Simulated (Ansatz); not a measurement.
H5N2Si (`N[SiH]N`) radical, relaxed with UKS PBE0-D4/def2-TZVP in the Gaussian-basis code of Ansatz from a PBE-D4/def2-SVP geometry. The force threshold is 0.005 eV/Å; the program also tests the step.

Total charge 0; spin multiplicity 2.

Start:

```xyz
8

N     1.426    0.264    0.032
Si    0.035   -0.665   -0.450
N    -1.335    0.353   -0.055
H     1.447    0.756    0.931
H     2.361    0.038   -0.308
H    -0.272   -1.952    0.319
H    -1.398    1.280   -0.485
H    -2.263   -0.073    0.016
```

```
        step  energy (eV)  largest force (eV/Å)  largest move (Å)
           1  -10934.0722                 0.552             0.000
           2  -10934.1120                 0.334             0.029
           3  -10934.1193                 0.051             0.013
4 (rejected)  -10934.1176                 0.231             0.047
           5  -10934.1205                 0.040             0.020
6 (rejected)  -10934.1194                 0.110             0.037
           7  -10934.1209                 0.014             0.010
           8  -10934.1209                 0.005             0.004
```

End:

```xyz
8

N     1.412    0.239    0.053
Si    0.032   -0.652   -0.433
N    -1.326    0.345   -0.084
H     1.445    0.747    0.924
H     2.325    0.047   -0.319
H    -0.262   -1.924    0.315
H    -1.389    1.271   -0.477
H    -2.237   -0.073    0.022
```

Run time 16 s (2 threads of a server CPU on a shared host); peak host memory 0.28 GiB.
